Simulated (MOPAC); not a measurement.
**C3H9OP (trimethylphosphine oxide): MNDOD**

What is the adiabatic ionisation energy of C3H9OP (trimethylphosphine oxide) at MNDOD? 

The calculation is run with MOPAC 23.2.5.

7 further runs of the same task are left out: 7 set aside as unsound or not needed.

## 1. The system as given

C3H9OP has 14 atoms, charge 0, and is taken as a singlet. As SMILES, `CP(C)(C)=O`. All atoms were displaced at random from a relaxed shape. The run starts from this shape.

Bond lengths: C1–P2 1.801 Å, P2–C3 1.799 Å, P2–C4 1.819 Å, P2–O5 1.498 Å, C1–H6 1.092 Å, C1–H7 1.088 Å, C1–H8 1.116 Å, C3–H9 1.087 Å, C3–H10 1.092 Å, C3–H11 1.104 Å, C4–H12 1.080 Å, C4–H13 1.110 Å, C4–H14 1.072 Å. Some angles: C1–P2–C3 105.2°, C1–P2–C4 104.8°, C1–P2–O5 113.7°, C3–P2–C4 106.4°, C3–P2–O5 113.6°, C4–P2–O5 112.4°, P2–C1–H6 108.9°, P2–C1–H7 112.1°, P2–C1–H8 108.9°, P2–C3–H9 108.4°.

## 2. A structure relaxation at MNDOD

File input.mop:

```
BONDS GNORM=0.01 CYCLES=300 MULLIK DISP MNDOD AUX(PRECISION=6) THREADS=1
C3H9OP
CP(C)(C)=O
C     -1.555964     0.535369     0.176855
P      0.173835     0.464854    -0.319564
C      1.098273     0.300030     1.215138
C      0.341963    -1.122227    -1.192888
O      0.607430     1.627292    -1.159842
H     -1.724289     1.453222     0.744339
H     -1.847336    -0.328939     0.770084
H     -2.193256     0.591567    -0.737388
H      0.972427     1.213252     1.790971
H      2.154714     0.162834     0.976356
H      0.755207    -0.571951     1.798742
H      0.045145    -1.937887    -0.549492
H      1.417026    -1.240592    -1.444720
H     -0.232806    -1.105349    -2.097308
```

Run with:

```
$ mopac input.mop
```

input.out:

```text
MOPAC v23.2.5
MNDOD CALCULATION RESULTS
[...]
 *  GNORM      - EXIT WHEN GRADIENT NORM DROPS BELOW 0.010
[...]
           Empirical Formula: C3 H9 O P  =    14 atoms
      MOLECULAR POINT GROUP   :   C1
[...]
 CYCLE:     1 TIME:   0.008 TIME LEFT:  2.00D  GRAD.:    95.995 HEAT: -100.0138
[...]
 CYCLE:    62 TIME:   0.004 TIME LEFT:  2.00D  GRAD.:     0.007 HEAT: -105.4880
[...]
     SCF FIELD WAS ACHIEVED
[...]
                              SUM =       -105.48804 KCAL/MOL = FINAL HEAT OF FORMATION
          TOTAL ENERGY            =       -970.92625 EV
          ELECTRONIC ENERGY       =      -3477.26064 EV
          CORE-CORE REPULSION     =       2506.33440 EV
          COSMO AREA              =        132.62 SQUARE ANGSTROMS
          COSMO VOLUME            =        124.59 CUBIC ANGSTROMS
          GRADIENT NORM           =          0.00709          =       0.00190 PER ATOM
          IONIZATION POTENTIAL    =         11.811246 EV
          HOMO LUMO ENERGIES (EV) =        -11.811  1.270
          NO. OF FILLED LEVELS    =         16
          MOLECULAR WEIGHT        =         92.0773         POINT GROUP:  C3v
[...]
                             CARTESIAN COORDINATES
   1    C       -1.582275350     0.540628942     0.174499261
   2    P        0.182596430     0.493676471    -0.348677163
   3    C        1.110593479     0.288865486     1.228553616
   4    C        0.357181516    -1.137804248    -1.184437915
   5    O        0.615778511     1.663647103    -1.176160488
   6    H       -1.780741645     1.456944153     0.777522576
   7    H       -1.882697324    -0.339458233     0.784873655
   8    H       -2.247367759     0.577936732    -0.719294463
   9    H        0.996092076     1.198088373     1.863277834
  10    H        2.198288862     0.160687346     1.020918444
  11    H        0.773239337    -0.586988565     1.825579749
  12    H        0.030436094    -1.992558669    -0.552003258
  13    H        1.420696772    -1.312192941    -1.469317231
[...]
              NET ATOMIC CHARGES AND DIPOLE CONTRIBUTIONS
  ATOM NO.   TYPE          CHARGE      No. of ELECS.   s-Pop       p-Pop       d-Pop
    1          C          -0.271412        4.2714     1.26722     3.00419
    2          P           0.954935        4.0451     1.10023     2.33571     0.60912
    3          C          -0.271394        4.2714     1.26722     3.00417
    4          C          -0.271443        4.2714     1.26723     3.00421
    5          O          -0.539019        6.5390     1.86538     4.67364
    6          H           0.049092        0.9509     0.95091
    7          H           0.034564        0.9654     0.96544
    8          H           0.049128        0.9509     0.95087
    9          H           0.049103        0.9509     0.95090
   10          H           0.049120        0.9509     0.95088
   11          H           0.034559        0.9654     0.96544
   12          H           0.034567        0.9654     0.96543
[...]
 DIPOLE           X         Y         Z       TOTAL
 POINT-CHG.    -0.706    -1.907     1.350     2.441
 HYBRID        -0.326    -0.881     0.623     1.127
 SUM           -1.033    -2.788     1.973     3.568
[...]
 * JOB ENDED NORMALLY *
[...]
```

Run time: 0.34 s. Hardware: 1 thread of Arm Neoverse N1, shared host.

Steps, from the record of the run:

| step | energy from the first frame kept (eV) | largest force (eV/Å) |
| --- | --- | --- |
| 0 | 0.0000 | 1.7877 |
| 3 | -0.1830 | 0.9606 |
| 6 | -0.2110 | 0.9115 |
| 9 | -0.2336 | 0.2929 |
| 12 | -0.2363 | 0.0667 |
| 15 | -0.2369 | 0.0513 |
| 18 | -0.2371 | 0.0299 |
| 21 | -0.2373 | 0.0154 |
| 24 | -0.2373 | 0.0094 |
| 27 | -0.2374 | 0.0048 |
| 30 | -0.2374 | 0.0016 |
| 33 | -0.2374 | 0.0009 |
| 36 | -0.2374 | 0.0010 |
| 39 | -0.2374 | 0.0008 |
| 42 | -0.2374 | 0.0007 |
| 45 | -0.2374 | 0.0057 |
| 48 | -0.2374 | 0.0009 |
| 51 | -0.2374 | 0.0005 |
| 54 | -0.2374 | 0.0012 |
| 57 | -0.2374 | 0.0034 |
| 60 | -0.2374 | 0.0003 |
| 61 | -0.2374 | 0.0001 |

After the run. Bond lengths: C1–P2 1.841 Å, P2–C3 1.841 Å, P2–C4 1.841 Å, P2–O5 1.497 Å, C1–H6 1.115 Å, C1–H7 1.112 Å, C1–H8 1.115 Å, C3–H9 1.115 Å, C3–H10 1.115 Å, C3–H11 1.112 Å, C4–H12 1.112 Å, C4–H13 1.115 Å, C4–H14 1.115 Å. Some angles: C1–P2–C3 104.0°, C1–P2–C4 104.0°, C1–P2–O5 114.5°, C3–P2–C4 104.0°, C3–P2–O5 114.5°, C4–P2–O5 114.5°, P2–C1–H6 110.2°, P2–C1–H7 113.2°, P2–C1–H8 110.2°, P2–C3–H9 110.2°.

## 3. The doublet cation: a geometry optimisation at MNDOD

File calc.mop:

```
mndod disp charge=1 gnorm=0.05 doublet cycles=300 aux(precision=9) threads=1
C3H9OP, MNDOD

C     -1.582275 +1     0.540629 +1     0.174499 +1
P      0.182596 +1     0.493676 +1    -0.348677 +1
C      1.110593 +1     0.288865 +1     1.228554 +1
C      0.357182 +1    -1.137804 +1    -1.184438 +1
O      0.615779 +1     1.663647 +1    -1.176160 +1
H     -1.780742 +1     1.456944 +1     0.777523 +1
H     -1.882697 +1    -0.339458 +1     0.784874 +1
H     -2.247368 +1     0.577937 +1    -0.719294 +1
H      0.996092 +1     1.198088 +1     1.863278 +1
H      2.198289 +1     0.160687 +1     1.020918 +1
H      0.773239 +1    -0.586989 +1     1.825580 +1
H      0.030436 +1    -1.992559 +1    -0.552003 +1
H      1.420697 +1    -1.312193 +1    -1.469317 +1
H     -0.247184 +1    -1.156770 +1    -2.120916 +1
```

Run with:

```
$ mopac calc.mop
```

calc.out (excerpt; [...] marks lines left out):

```text
MOPAC v23.2.5
MNDOD CALCULATION RESULTS
[...]
 *  GNORM      - EXIT WHEN GRADIENT NORM DROPS BELOW 0.050
[...]
           Empirical Formula: C3 H9 O P  =    14 atoms
      MOLECULAR POINT GROUP   :   C3v
[...]
 CYCLE:     1 TIME:   0.016 TIME LEFT:  2.00D  GRAD.:   233.841 HEAT:  150.2640
[...]
 CYCLE:    51 TIME:   0.005 TIME LEFT:  2.00D  GRAD.:     0.048 HEAT:  135.5878
[...]
     SCF FIELD WAS ACHIEVED
[...]
                              SUM =        135.58776 KCAL/MOL = FINAL HEAT OF FORMATION
          TOTAL ENERGY            =       -960.47242 EV
          ELECTRONIC ENERGY       =      -3439.88514 EV
          CORE-CORE REPULSION     =       2479.41273 EV
          COSMO AREA              =        133.36 SQUARE ANGSTROMS
          COSMO VOLUME            =        125.77 CUBIC ANGSTROMS
          GRADIENT NORM           =          0.04750          =       0.01270 PER ATOM
          IONIZATION POTENTIAL    =         18.096447 EV
          ALPHA SOMO LUMO (EV)    =        -18.299 -4.965
          BETA  SOMO LUMO (EV)    =        -18.096 -8.505
          NO. OF ALPHA ELECTRONS  =         16
          NO. OF BETA  ELECTRONS  =         15
          MOLECULAR WEIGHT        =         92.0773         POINT GROUP:  Cs
[...]
                             CARTESIAN COORDINATES
[...]
              NET ATOMIC CHARGES AND DIPOLE CONTRIBUTIONS
  ATOM NO.   TYPE          CHARGE      No. of ELECS.   s-Pop       p-Pop       d-Pop
    1          C          -0.241026        4.2410     1.26646     2.97457
    2          P           0.874397        4.1256     1.19329     2.46851     0.46381
    3          C          -0.227275        4.2273     1.26828     2.95900
    4          C          -0.242793        4.2428     1.26630     2.97649
    5          O          -0.074611        6.0746     1.89693     4.17768
    6          H           0.101737        0.8983     0.89826
    7          H           0.096479        0.9035     0.90352
    8          H           0.101124        0.8989     0.89888
    9          H           0.105157        0.8948     0.89484
   10          H           0.105031        0.8950     0.89497
   11          H           0.104070        0.8959     0.89593
   12          H           0.095668        0.9043     0.90433
[...]
                    (S**2)  =    0.753514
[...]
 * JOB ENDED NORMALLY *
[...]
```

Wall time 0.46 s (1 thread of Arm Neoverse N1, shared host).

Steps, from the record of the run:

| step | energy from the first frame kept (eV) | largest force (eV/Å) |
| --- | --- | --- |
| 0 | 0.0000 | 7.8479 |
| 3 | -0.4819 | 2.6384 |
| 6 | -0.5924 | 0.4933 |
| 9 | -0.6078 | 0.3536 |
| 12 | -0.6267 | 0.3605 |
| 15 | -0.6328 | 0.1106 |
| 18 | -0.6349 | 0.0470 |
| 21 | -0.6353 | 0.0287 |
| 24 | -0.6358 | 0.0253 |
| 27 | -0.6360 | 0.0180 |
| 30 | -0.6361 | 0.0104 |
| 33 | -0.6360 | 0.0146 |
| 36 | -0.6362 | 0.0055 |
| 39 | -0.6363 | 0.0082 |
| 42 | -0.6364 | 0.0102 |
| 45 | -0.6364 | 0.0060 |
| 48 | -0.6364 | 0.0017 |
| 50 | -0.6364 | 0.0010 |

After the run. Bond lengths: C1–P2 1.820 Å, P2–C3 1.824 Å, P2–C4 1.820 Å, P2–O5 1.641 Å, C1–H6 1.116 Å, C1–H7 1.116 Å, C1–H8 1.117 Å, C3–H9 1.116 Å, C3–H10 1.116 Å, C3–H11 1.119 Å, C4–H12 1.116 Å, C4–H13 1.116 Å, C4–H14 1.117 Å. Some angles: C1–P2–C3 111.2°, C1–P2–C4 110.1°, C1–P2–O5 109.5°, C3–P2–C4 111.1°, C3–P2–O5 104.9°, C4–P2–O5 109.9°, P2–C1–H6 110.9°, P2–C1–H7 110.2°, P2–C1–H8 110.6°, P2–C3–H9 111.1°.

## 4. Summary of results

Level: MNDOD.

| quantity | value |
| --- | --- |
| run 1, MNDOD: total energy at the end | -35.68088 Eh |
| run 1, MNDOD: dipole moment | 3.57 D |
| run 1, MNDOD: HOMO energy | -11.81 eV |
| run 1, MNDOD: LUMO energy | 1.27 eV |
| run 1, MNDOD: HOMO–LUMO gap | 13.08 eV |
| run 1, MNDOD: heat of formation | -105.5 kcal/mol |
| doublet cation: total energy at the end | -35.29671 Eh |
| doublet cation: HOMO energy (over α and β) | -18.10 eV |
| doublet cation: LUMO energy (over α and β) | -8.51 eV |
| doublet cation: heat of formation | 135.6 kcal/mol |
| doublet cation: ⟨S²⟩ | 0.754 |
| adiabatic ionisation energy (to the doublet cation, no zero-point term) | 10.454 eV |

**Reading.** The adiabatic ionisation energy (to the doublet cation, no zero-point term) is 10.45 eV (1009 kJ/mol). The optimisation (run 1, MNDOD) took 61 steps and changed the energy by -0.237 eV. The optimisation (doublet cation) took 50 steps and changed the energy by -0.636 eV.
